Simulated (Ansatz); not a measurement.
System: CH4, charge 1, doublet. CH4+ (parent SMILES C, doublet).
B3LYP-D3(BJ)/def2-TZVP minimum from Ansatz (a quantum-chemistry and plane-wave program):
```xyz
5

C      0.0000     0.0000     0.0000
H     -0.9174    -0.1315    -0.6302
H      0.1902     1.0691    -0.2772
H     -0.3486    -0.6271     0.8609
H      1.0758    -0.3105     0.0464
```
Charge +1, spin multiplicity 2.

Hartree-Fock and MP2 correlation energies in hartree (Ansatz). UHF or UKS for unpaired electrons; spin-orbit terms are left out. Correlated methods leave the cores frozen. No relativity. The spin of CH4+ (parent SMILES C, doublet) was assumed, and the state is the lowest solution found for it.

```csv
basis,X,E(HF),"E(corr, MP2)"
cc-pVTZ,3,-39.77406,-0.16474
cc-pVQZ,4,-39.77674,-0.17476
cc-pV5Z,5,-39.77746,withheld
```

### Question
Fit E(corr) = E∞ + A/X³ to X = 3 and 4, predict X = 5, and compare with the run.

### Answer
A = (-0.16474 - (-0.17476))/(1/27 - 1/64) = 0.4680; E∞ = -0.17476 - A/64 = -0.18207; at X = 5, E∞ + A/125 = -0.17833. The run gave -0.17837, 0.04 mEh below the prediction. The same form on X = 4 and 5 gives E∞ = -0.18216, 0.09 mEh below the first estimate.
